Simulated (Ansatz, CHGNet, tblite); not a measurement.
# How well does each level of theory give the elastic constant C11 of zinc-blende GaP?

Reference value: 140 GPa (measured, temperature not stated, no zero-point or thermal correction; as tabulated in Råsander and Moram (2015), arXiv:1505.02379).

Task: Put these levels in order of the elastic constant C11 that they give for zinc-blende GaP, smallest first: BLYP (Ansatz, a first-principles code), CHGNet 0.3.0, GFN2-xTB (tblite), revPBE (Ansatz), r²SCAN+rVV10 (Ansatz).

Result: GFN2-xTB (65.7 GPa), CHGNet 0.3.0 (99.6 GPa), BLYP (113 GPa), revPBE (120 GPa), r²SCAN+rVV10 (144 GPa)

Unless a cell is named, each level is at its own relaxed cell (GFN2-xTB 22.99, CHGNet 0.3.0 20.82, BLYP 21.93, revPBE 21.27, r²SCAN+rVV10 20.08 Å³/atom).

Differences against the reference: GFN2-xTB -53 %, CHGNet 0.3.0 -29 %, BLYP -19.3 %, revPBE -14.3 %, r²SCAN+rVV10 +2.9 %.

The reference isn't brought to a static lattice, while the calculations are for one, so the differences are not the levels' errors alone. A static lattice is as a rule stiffer than a warm one, by over a tenth in soft solids.  GFN2-xTB: the method was fitted mainly to molecules. GFN2-xTB: the run uses a supercell at the zone centre in place of a k mesh. Each level is taken at its own relaxed cell. Cutoffs differ between the levels. Ansatz's density-functional and Hartree–Fock values are scalar-relativistic unless marked +SOC, with PAW data made under PBE.

Machine-learned potentials (CHGNet 0.3.0) are trained on DFT data: a solid inside that data is no test of them.

Differences are worked out from the printed values.
